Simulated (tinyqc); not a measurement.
Inside a calculation. Method: Hueckel theory of the pi electrons with the omega technique, for the molecule C=CC(Cl)=CF (SMILES; centres numbered as the heavy atoms are written). One step of it, computed by the program tinyqc.

Question. Orbitals, round 2. Diagonalise; E = alpha + x beta with beta < 0, so the largest x are filled first; degenerate levels share their electrons. P = sum n_i c_ri c_si; each orbital has its largest coefficient positive (the first on a tie).

matrix after round 1, order 1C, 2C, 3C, 4Cl, 5C, 6F:
```
[[-0.011714, 1.000000, 0.000000, 0.000000, 0.000000, 0.000000],
 [1.000000, 0.001201, 1.000000, 0.000000, 0.000000, 0.000000],
 [0.000000, 1.000000, -0.014020, 0.400000, 1.000000, 0.000000],
 [0.000000, 0.000000, 0.400000, 2.004093, 0.000000, 0.000000],
 [0.000000, 0.000000, 1.000000, 0.000000, 0.010442, 0.700000],
 [0.000000, 0.000000, 0.000000, 0.000000, 0.700000, 3.009997]]
```

pi electrons, sum of z_r less the charge = 8

Give: x values; occupations; coefficients; charge and bond-order matrix P.

Answer.

x values: [3.1846, 2.1392, 1.4791, 0.5270, -0.6757, -1.6543]

occupations: [2.0000, 2.0000, 2.0000, 2.0000, 0.0000, 0.0000]

coefficients, order 1C, 2C, 3C, 4Cl, 5C, 6F:
```
[[0.0097, 0.0861, 0.4063, -0.5842, 0.6001, 0.3551],
 [0.0309, 0.1851, 0.6057, -0.3147, -0.3984, -0.5832],
 [0.0887, 0.3097, 0.4889, 0.4188, -0.3304, 0.6105],
 [0.0301, 0.9168, -0.3725, -0.1134, 0.0493, -0.0667],
 [0.2409, 0.1151, 0.2733, 0.5866, 0.5973, -0.3914],
 [0.9655, -0.0925, -0.1250, -0.1654, -0.1134, 0.0587]]
```

charge and bond-order matrix P, order 1C, 2C, 3C, 4Cl, 5C, 6F:
```
[[1.0277, 0.8923, -0.0370, -0.0118, -0.4389, 0.0944],
 [0.8923, 1.0022, 0.4488, -0.0386, 0.0194, -0.0219],
 [-0.0370, 0.4488, 1.0363, 0.1141, 0.8725, -0.1467],
 [-0.0118, -0.0386, 0.1141, 1.9862, -0.1112, 0.0190],
 [-0.4389, 0.0194, 0.8725, -0.1112, 0.9801, 0.1815],
 [0.0944, -0.0219, -0.1467, 0.0190, 0.1815, 1.9674]]
```
